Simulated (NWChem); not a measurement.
System: ethane (C2H6); SMILES CC

Input file for NWChem:

```
start job
memory heap 200 mb stack 900 mb global 1100 mb
geometry units angstroms
  C     -0.752865     0.107761    -0.016326
  C      0.752865    -0.107762     0.016326
  H     -1.217865    -0.548781    -0.748409
  H     -0.986760     1.136217    -0.282468
  H     -1.190822    -0.101418     0.957146
  H      0.986801    -1.136028     0.283081
  H      1.217949     0.549290     0.747898
  H      1.190727     0.100724    -0.957338
end
basis spherical
  * library 6-31g*
end
dft
  xc hfexch
  iterations 150
end
driver
  maxiter 150
end
task dft optimize
```

Parts of the log:

```
             Northwest Computational Chemistry Package (NWChem) 7.3.0
             --------------------------------------------------------

 D3D symmetry detected

                             Geometry "geometry" -> ""
                             -------------------------

 Output coordinates in angstroms (scale by  1.889725989 to convert to a.u.)

  No.       Tag          Charge          X              Y              Z
 ---- ---------------- ---------- -------------- -------------- --------------
    1 C                    6.0000     0.00000000    -0.00000000     0.76071334
    2 C                    6.0000    -0.00000000     0.00000000    -0.76071334
    3 H                    1.0000    -0.71993171     0.71993171     1.14362015
    4 H                    1.0000     0.98344501     0.26351330     1.14362015
    5 H                    1.0000    -0.26351330    -0.98344501     1.14362015
    6 H                    1.0000    -0.98344501    -0.26351330    -1.14362015
    7 H                    1.0000     0.71993171    -0.71993171    -1.14362015
    8 H                    1.0000     0.26351330     0.98344501    -1.14362015

 Effective nuclear repulsion energy (a.u.)      42.4438660299

      Symmetry information
      --------------------

 Group name             D3d
 Group number             33
 Group order              12
 No. of unique centers     2

                                Z-matrix (autoz)
                                --------

 Units are Angstrom for bonds and degrees for angles

      Type          Name      I     J     K     L     M      Value
      ----------- --------  ----- ----- ----- ----- ----- ----------
    1 Stretch                  1     2                       1.52143
    2 Stretch                  1     3                       1.08776
    3 Stretch                  1     4                       1.08776
    4 Stretch                  1     5                       1.08776
    5 Stretch                  2     6                       1.08776
    6 Stretch                  2     7                       1.08776
    7 Stretch                  2     8                       1.08776
    8 Bend                     1     2     6               110.61056
    9 Bend                     1     2     7               110.61056
   10 Bend                     1     2     8               110.61056
   11 Bend                     2     1     3               110.61056
   12 Bend                     2     1     4               110.61056
   13 Bend                     2     1     5               110.61056
   14 Bend                     3     1     4               108.30824
   15 Bend                     3     1     5               108.30824
   16 Bend                     4     1     5               108.30824
   17 Bend                     6     2     7               108.30824
   18 Bend                     6     2     8               108.30824
   19 Bend                     7     2     8               108.30824
   20 Torsion                  3     1     2     6         -60.00000
   21 Torsion                  3     1     2     7        -180.00000
   22 Torsion                  3     1     2     8          60.00000
   23 Torsion                  4     1     2     6         180.00000
   24 Torsion                  4     1     2     7          60.00000
   25 Torsion                  4     1     2     8         -60.00000
   26 Torsion                  5     1     2     6          60.00000
   27 Torsion                  5     1     2     7         -60.00000
   28 Torsion                  5     1     2     8         180.00000

  xc_inp: hfexch multiplicative factor not found.

                           NWChem Geometry Optimization
                           ----------------------------

 maximum gradient threshold         (gmax) =   0.000450
 rms gradient threshold             (grms) =   0.000300
 maximum cartesian step threshold   (xmax) =   0.001800
 rms cartesian step threshold       (xrms) =   0.001200
 fixed trust radius                (trust) =   0.300000
 source of zmatrix                         =   autoz

          -------------------
          Energy Minimization
          -------------------

 Using diagonal initial Hessian
 Scaling for Hessian diagonals: bonds = 1.00  angles = 0.25  torsions = 0.10

          --------
          Step   0

                                 NWChem DFT Module
                                 -----------------

 Summary of "ao basis" -> "ao basis" (spherical)
 ------------------------------------------------------------------------------
       Tag                 Description            Shells   Functions and Types
 ---------------- ------------------------------  ------  ---------------------
 C                           6-31g*                  6       14   3s2p1d
 H                           6-31g*                  2        2   2s

      Symmetry analysis of basis
      --------------------------

        a1g         8
        a1u         0
        a2g         0
        a2u         8
        eg         12
        eu         12

  Rotation of axis

[...]

      ----------------------
      Optimization converged
      ----------------------

  Step       Energy      Delta E   Gmax     Grms     Xrms     Xmax
  ---- ---------------- -------- -------- -------- -------- --------
@    2     -79.22825583 -2.8D-06  0.00028  0.00005  0.00094  0.00151
                                     ok       ok       ok       ok

                                Z-matrix (autoz)
                                --------

 Units are Angstrom for bonds and degrees for angles

      Type          Name      I     J     K     L     M      Value     Gradient
      ----------- --------  ----- ----- ----- ----- ----- ---------- ----------
    1 Stretch                  1     2                       1.52781    0.00028
    2 Stretch                  1     3                       1.08561   -0.00002
    3 Stretch                  1     4                       1.08561   -0.00002
    4 Stretch                  1     5                       1.08561   -0.00002
    5 Stretch                  2     6                       1.08561   -0.00002
    6 Stretch                  2     7                       1.08561   -0.00002
    7 Stretch                  2     8                       1.08561   -0.00002
    8 Bend                     1     2     6               111.18580   -0.00002
    9 Bend                     1     2     7               111.18580   -0.00002
   10 Bend                     1     2     8               111.18580   -0.00002
   11 Bend                     2     1     3               111.18580   -0.00002
   12 Bend                     2     1     4               111.18580   -0.00002
   13 Bend                     2     1     5               111.18580   -0.00002
   14 Bend                     3     1     4               107.70355    0.00002
   15 Bend                     3     1     5               107.70355    0.00002
   16 Bend                     4     1     5               107.70355    0.00002
   17 Bend                     6     2     7               107.70355    0.00002
   18 Bend                     6     2     8               107.70355    0.00002
   19 Bend                     7     2     8               107.70355    0.00002
   20 Torsion                  3     1     2     6         -60.00000    0.00000
   21 Torsion                  3     1     2     7         180.00000    0.00000
   22 Torsion                  3     1     2     8          60.00000   -0.00000
   23 Torsion                  4     1     2     6         180.00000    0.00000
   24 Torsion                  4     1     2     7          60.00000    0.00000
   25 Torsion                  4     1     2     8         -60.00000   -0.00000
   26 Torsion                  5     1     2     6          60.00000    0.00000
   27 Torsion                  5     1     2     7         -60.00000    0.00000
   28 Torsion                  5     1     2     8         180.00000   -0.00000

                         Geometry "geometry" -> "geometry"
                         ---------------------------------

 Output coordinates in angstroms (scale by  1.889725989 to convert to a.u.)

  No.       Tag          Charge          X              Y              Z
 ---- ---------------- ---------- -------------- -------------- --------------
    1 C                    6.0000    -0.00000000     0.00000000     0.76390735
    2 C                    6.0000    -0.00000000    -0.00000000    -0.76390735
    3 H                    1.0000    -0.71575714     0.71575714     1.15623832
    4 H                    1.0000     0.97774244     0.26198530     1.15623832
    5 H                    1.0000    -0.26198530    -0.97774244     1.15623832
    6 H                    1.0000    -0.97774244    -0.26198530    -1.15623832
    7 H                    1.0000     0.71575714    -0.71575714    -1.15623832
    8 H                    1.0000     0.26198530     0.97774244    -1.15623832

 Effective nuclear repulsion energy (a.u.)      42.3789730098

      Symmetry information
      --------------------

 Group name             D3d
 Group number             33
 Group order              12
 No. of unique centers     2

                Final and change from initial internal coordinates
                --------------------------------------------------

                                Z-matrix (autoz)
                                --------

 Units are Angstrom for bonds and degrees for angles

[...]
```

Level: Hartree-Fock/6-31G* (spherical d).
